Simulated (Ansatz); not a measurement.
Results of G0W0@HSE06 (plane waves, hard PAW, contour deformation; Ansatz, an electronic-structure program) for tetradymite Bi2Te3.

The cell has the measured lattice parameters. Conventional cell: a = 4.3860 Å, b = 4.3860 Å, c = 30.4970 Å, α = 90.00°, β = 90.00°, γ = 120.00°.

The quasiparticle gap at Γ at a fixed k mesh 2×2×2:

```tsv
response cutoff	value (eV)
105 eV, 760 empty bands	0.564
140 eV, 1170 empty bands	0.585
175 eV, 1636 empty bands	0.600
210 eV, 2150 empty bands	0.609
```

Problem. Taking the value to converge with the response cutoff E as E^(−3/2), extrapolate from the last two rows.

Solution. With y = y∞ + c/w and weights w = 2315 and 3043 for the last two rows, y∞ = (w2 y2 − w1 y1)/(w2 − w1) = (3043 × 0.609 − 2315 × 0.600)/728 = 0.638 eV, which lies 0.029 beyond the last row. Successive pairs of rows give 0.624, 0.638, 0.638. The limit also hangs on the law assumed, so its last digits aren't firm.

The other settings are not extrapolated, so this is the limit in one setting alone.

Spin–orbit coupling is not included; with these elements it can move the gap by several tenths of an eV or more.

Note: filled d or f shells below the valence bands can shift G0W0 gaps through exchange with them, which wasn't tested here. Note: GW on a hybrid start was not checked against another program.
